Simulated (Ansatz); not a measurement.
```yaml
crystal:
  periodic: [false, false, false]
  atoms:
    - {symbol: N, position_ang: [-2.043103, -0.360977, -0.003632]}
    - {symbol: Ga, position_ang: [-0.403292, 0.222615, 0.001781]}
    - {symbol: Si, position_ang: [2.020112, -0.372622, -0.002610]}
basis:
  gaussian: {orbitals: def2-TZVP}
magnetization: {spin_polarized: true, initial_magnetization: 2}
hamiltonian: {xc: pbe0}
relax: {f_tol: 0.004, max_steps: 80}
```

```sh
$ ansatz run in.yaml --threads 1 --pin off --events-out ev --progress --plain --max-ram 2176MiB
```

Steps of the relaxation (energy above the last step; positions in Å, forces in eV/Å):

```
3
step 1, 327.0 meV
N    -2.043   -0.361   -0.004   -2.185   -0.561   -0.005
Ga   -0.403    0.223    0.002    3.060    0.200    0.003
Si    2.020   -0.373   -0.003   -0.876    0.361    0.003
```

```
3
step 2, 63.6 meV
N    -2.113   -0.263   -0.003   -0.900   -0.041   -0.001
Ga   -0.330    0.042    0.000    1.187   -0.085    0.000
Si    2.016   -0.291   -0.002   -0.287    0.126    0.001
```

```
3
step 3, 1.7 meV
N    -2.174   -0.157   -0.002    0.183    0.012    0.000
Ga   -0.290   -0.146   -0.001   -0.161   -0.022    0.000
Si    2.037   -0.209   -0.001   -0.022    0.010    0.000
```

```
3
step 5, 0.0 meV
N    -2.164   -0.145   -0.002    0.002    0.001    0.000
Ga   -0.294   -0.167   -0.001    0.001   -0.001    0.000
Si    2.032   -0.199   -0.001   -0.003    0.001    0.000
```

Close pairs at the end: N1–Ga2 1.870 Å, Ga2–Si3 2.327 Å.

A stationary point of unrestricted PBE0 after 5 steps, with ⟨S²⟩ = 2.735 against 2.00 for a pure state; no frequencies were run, so it isn't proven a minimum. 3.3 min on 1 thread of Intel Xeon 6975P-C, shared host.
